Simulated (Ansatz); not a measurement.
System: H3 (anion, charge -1), singlet: collinear H-H-H surface. Scanned: first H-H distance and second H-H distance.

Computed with CCSD on RHF/aug-cc-pVTZ, frozen core (Ansatz, a program for electronic structure).

Energy in kcal/mol above the lowest grid point; x is the first H-H distance (Å), y the second H-H distance (Å).

```csv
y \ x,0.63,0.70,0.76,0.82,0.89,0.96,1.05,1.14,1.27,1.42,1.63,1.91,2.15
2.15,8.5,1.5,0.0,1.1,4.5,9.4,16.8,24.6,35.8,47.3,60.5,72.9,80.2
1.91,10.4,3.1,1.2,1.9,4.8,9.2,15.8,23.0,33.0,43.4,55.1,66.3,72.9
1.63,14.7,6.6,4.0,3.9,5.9,9.2,14.5,20.3,28.4,36.7,46.2,55.1,60.5
1.42,20.3,11.2,7.7,6.6,7.4,9.6,13.3,17.5,23.6,29.8,36.7,43.4,47.3
1.27,26.2,16.1,11.6,9.6,9.2,10.2,12.4,15.2,19.3,23.6,28.4,33.0,35.8
1.14,33.1,21.8,16.3,13.1,11.5,11.2,11.8,13.1,15.2,17.5,20.3,23.0,24.6
1.05,39.2,26.9,20.4,16.4,13.7,12.3,11.7,11.8,12.4,13.3,14.5,15.8,16.8
0.96,46.6,33.2,25.7,20.7,16.8,14.3,12.3,11.2,10.2,9.6,9.2,9.2,9.4
0.89,53.7,39.3,31.0,25.1,20.3,16.8,13.7,11.5,9.2,7.4,5.9,4.8,4.5
0.82,62.3,46.9,37.7,30.9,25.1,20.7,16.4,13.1,9.6,6.6,3.9,1.9,1.1
0.76,71.4,55.1,45.2,37.7,31.0,25.7,20.4,16.3,11.6,7.7,4.0,1.2,0.0
0.70,82.9,65.8,55.1,46.9,39.3,33.2,26.9,21.8,16.1,11.2,6.6,3.1,1.5
0.63,101.0,82.9,71.4,62.3,53.7,46.6,39.2,33.1,26.2,20.3,14.7,10.4,8.5
```

Points that lie below all their neighbours on the grid: x = 2.15, y = 0.76 on the edge of the grid (0.0 kcal/mol); x = 0.76, y = 2.15 on the edge of the grid (0.0 kcal/mol). The lowest path on the grid from the first to the second passes x = 1.05, y = 1.05 at 11.7 kcal/mol.
